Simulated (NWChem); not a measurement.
## Lowest excitation of fluoromethane (CH₃F)

```
C
F 1 1.3634
H 1 1.1027 2 110.04
H 1 1.1027 3 108.90 2 -120.69
H 1 1.1027 3 108.90 4 -118.63
```
Charge 0, spin multiplicity 1.

The numbers come from NWChem runs, not from measurements. Structure: optimised with PBE0/def2-SVP, a minimum by its harmonic frequencies.

Basis set: aug-cc-pVDZ. CR-EOMCCSD(T) is the triples correction to the same EOM-CCSD root.

```tsv
method	lowest vertical singlet excitation energy (eV)	difference from EOM-CCSD
TD-PBE	7.62	-1.73
CIS	10.54	+1.19
TD-B3LYP	8.39	-0.96
TD-PBE0	8.66	-0.69
EOM-CCSD	9.35	0.00
CR-EOMCCSD(T)	9.45	+0.10
```

The values span 2.92 eV, from TD-PBE (lowest) to CIS (highest). 

The correlated methods keep 2 core orbitals frozen. B3LYP has NWChem's definition, with VWN1-RPA local correlation. Coupled-cluster values serve here as a point of comparison, not as the truth.
